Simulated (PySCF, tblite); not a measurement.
**BHF4, a solvent cluster: NMR shifts, interaction energy, infrared bands, spin-spin couplings and core binding energies**

The task here is to estimate one member of a computed series from the others.

Computed with tblite 0.8.0 and PySCF 2.14.0; each step states its level. No surroundings beyond the atoms listed, unless a continuum is named. Atoms count from 0, parts from 1.

### Starting point

6 atoms, charge 0, multiplicity 1; geometry: rigid parts in contact. Parts: 1 = atoms 0–3, `FB(F)F`, charge 0; 2 = atoms 4–5, `F`, charge 0.

The first run:

Job settings and geometry (Å):

```
{"job": {"kind": "dock", "xc": "GFN2-xTB", "basis": "xTB"}, "charge": 0, "multiplicity": 1, "parts": [{"atoms": "0-3", "charge": 0, "multiplicity": 1}, {"atoms": "4-5", "charge": 0, "multiplicity": 1}]}
F      1.029056    -0.382450     0.696923
B     -0.000063    -0.000140     0.000008
F     -1.086433     0.384965     0.602038
F      0.057440    -0.002375    -1.298969
F     -3.309408     0.857448    -1.252820
H     -2.478548     0.876964    -0.830080
```

Method: GFN2-xTB search for minima from random contacts, gas phase.

Command:

```bash
$ OMP_NUM_THREADS=1 python cluster_run.py task.json out
```

One launch serves the whole session: the jobs run in the order shown.

Steps of the session up to this table: Search for minima with GFN2-xTB; Relaxing the molecule at PBE0-D3(BJ)/def2-TZVPD; NMR shieldings: PBE0/pcSseg-2; Coupled-cluster interaction energy: CCSD(T) and MP2.

One of the session's tables, all rows but one given; the rest of the session is left out.

It belongs to the step «Coupled-cluster interaction energy: CCSD(T) and MP2». 

```
                 method  interaction energy (kcal/mol)
         HF/aug-cc-pVDZ                          -1.38
        MP2/aug-cc-pVDZ                          -1.56
       CCSD/aug-cc-pVDZ                          -1.58
    CCSD(T)/aug-cc-pVDZ                          -1.65
         HF/aug-cc-pVQZ                          -1.70
        MP2/aug-cc-pVQZ                          -2.01
    SCS-MP2/aug-cc-pVQZ                          -1.82
      MP2, extrapolated                              ?
CCSD(T), limit estimate                          -2.14
```

**Question.** Estimate the row for MP2, extrapolated.

The run gave: interaction energy (kcal/mol): -2.05. In the column «interaction energy (kcal/mol)» it lies between CCSD(T), limit estimate (-2.14) and MP2/aug-cc-pVQZ (-2.01).
